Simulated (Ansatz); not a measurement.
Results of PBE (Ansatz, a quantum-chemistry and plane-wave program, plane waves, PAW) for anti-La2O3-type Mg3Sb2.

Settings: plane-wave cutoff 520 eV, 12×12×6 k mesh (along the axes of the cell as run), Fermi–Dirac smearing 0.01 eV, scalar-relativistic PAW data made under PBE.

Starting structure:

```yaml
crystal:
  lattice:
    - [4.56000, 0.00000, 0.00000]
    - [-2.28000, 3.94908, 0.00000]
    - [0.00000, 0.00000, 7.23000]
  atoms:
    - { symbol: Mg, position: [0.00000, 0.00000, 0.00000] }
    - { symbol: Mg, position: [0.33333, 0.66667, 0.63400] }
    - { symbol: Mg, position: [0.66667, 0.33333, 0.36600] }
    - { symbol: Sb, position: [0.33333, 0.66667, 0.22800] }
    - { symbol: Sb, position: [0.66667, 0.33333, 0.77200] }
```

Q: Into what structure does the relaxation of cell and atoms lead at this level, with the symmetry of the start kept?

A: The volume increases by 2.2 %; final space group P-3m1.
```yaml
crystal:
  lattice:
    - [4.59531, 0.00000, 0.00000]
    - [-2.29766, 3.97966, 0.00000]
    - [0.00000, 0.00000, 7.27347]
  atoms:
    - { symbol: Mg, position: [0.00000, 0.00000, 0.00000] }
    - { symbol: Mg, position: [0.33333, 0.66667, 0.63220] }
    - { symbol: Mg, position: [0.66667, 0.33333, 0.36780] }
    - { symbol: Sb, position: [0.33333, 0.66667, 0.22576] }
    - { symbol: Sb, position: [0.66667, 0.33333, 0.77424] }
```
